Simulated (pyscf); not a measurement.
H₂N–SiH₂–NH₂ + H₂O → H₂N–SiH(NH₂)–OH + H₂, a four-centre exchange (singlet surface; H–Si, H–O broken, O–Si, H–H formed). Single points on ωB97X-D3(BJ)/def2-SVP structures (PySCF, gas phase). Energies in kJ/mol from the separated reactants.

Small-basis levels: PySCF, no dispersion term, spherical d functions. AM1 to PM7: differences of heats of formation from MOPAC. GFN2-xTB: tblite. Cost: rough CPU time at the saddle relative to B3LYP/6-31G*, from one job on a shared machine.

```csv
level,barrier,reaction energy,cost
HF/STO-3G,270.1,-60.4,0.05
HF/6-31G*,194.9,-93.9,0.08
MP2/6-31G*,126.3,-124.5,0.10
SVWN5/6-31G*,19.7,-117.5,1
BP86/6-31G*,82.9,-107.7,1
PBE/6-31G*,73.5,-108.5,1
B3LYP/STO-3G,107.0,-92.0,0.5
B3LYP/6-311+G**,137.5,-75.8,2
PBE/def2-SVP,66.6,-92.1,2
GFN2-xTB,159.5,-70.3,under 0.02
AM1,205.3,-76.8,under 0.02
PM7,135.5,-212.4,under 0.02
ωB97M-D3(BJ)/def2-TZVP,103.3,-102.1,–
```

Against the last row the barrier runs from -83.6 (SVWN5/6-31G*) to +166.8 kJ/mol (HF/STO-3G). ωB97M-D3(BJ)/def2-TZVP has limits of its own. On the reactant side the descent ends in a complex, 20.7 kJ/mol under the separated species and 127.3 kJ/mol under the saddle at ωB97X-D3(BJ)/def2-TZVP. At the saddle there is also a short H–Si contact that neither side keeps. One saddle was located; it need not be the lowest between these sides.
